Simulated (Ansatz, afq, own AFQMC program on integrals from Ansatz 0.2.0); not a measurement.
Si₂H₃, doublet: AFQMC among the cluster methods

```xyz
5

Si    0.0000    0.0235    1.0897
Si    0.0000   -0.0769   -1.1897
H     0.0000    1.2166    1.9857
H     0.0000   -1.1800    1.9697
H     0.0000    1.4507   -1.1705
```

Connectivity, by distances: SiH2–SiH.

Basis cc-pVDZ. Noble-gas cores (and the filled d shells of Ga–Kr and In–Xe) are frozen. Ansatz 0.2.0 and our own AFQMC program on the same integrals; the CISD trial comes from CCSD amplitudes, and released means the phaseless constraint is let go. ± is one standard error of the sampling.

Determinant: UHF, the one that the program's search chose, which needn't be the lowest solution. The geometry is a PBE0/def2-TZVP stationary point of this or a neighbouring charge and spin state.

No full CI on the walks' own integrals is used here; CCSDT(Q) serves as the reference and is uncertain by about the last step of the cluster series.

Cautions: the released energies are still falling, so no released level is given (meV from the phaseless value at times in 1/Eh: -1 ± 3 at 0.24, -4 ± 3 at 0.51, -6 ± 3 at 0.99, -9 ± 4 at 1.62, -15 ± 3 at 2.40), though the last usable value meets CCSDT(Q) within the noise.

The T1 diagnostic is 0.0181. The weight of the determinant in the CISD state is 0.857. The ⟨S²⟩ of the determinant is 0.765. The size of the correlated space is 11 electrons in 41 orbitals.

| level | correlation energy (eV) |
| --- | --- |
| MP2 | -4.6713 |
| CCSD | -5.8341 |
| CCSD(T) | -6.0195 |

**Question.** Estimate where phaseless AFQMC with the Hartree–Fock trial lies against CCSD(T) on the same integrals.

**Answer.** 1.00 ± 0.99 mEh below CCSD(T). The gap is under twice the noise, so this walk alone can't tell the two apart.

Reference: CCSDT(Q), correlation energy -6.071 eV.

```json
{"level": "CCSD(T)", "E − E(reference) (mEh)": "1.88", "share of correlation (%)": "99.16"}
{"level": "CCSDT", "E − E(reference) (mEh)": "0.40", "share of correlation (%)": "99.82"}
{"level": "ph-AFQMC/HF", "E − E(reference) (mEh)": "0.89 ± 0.99", "share of correlation (%)": "99.60"}
{"level": "ph-AFQMC/CISD", "E − E(reference) (mEh)": "0.60 ± 0.17", "share of correlation (%)": "99.73"}
```

A walk keeps the symmetry of its determinant, which the program's search chose and which needn't be the lowest solution, so a lower state of the same spin and another symmetry isn't excluded.
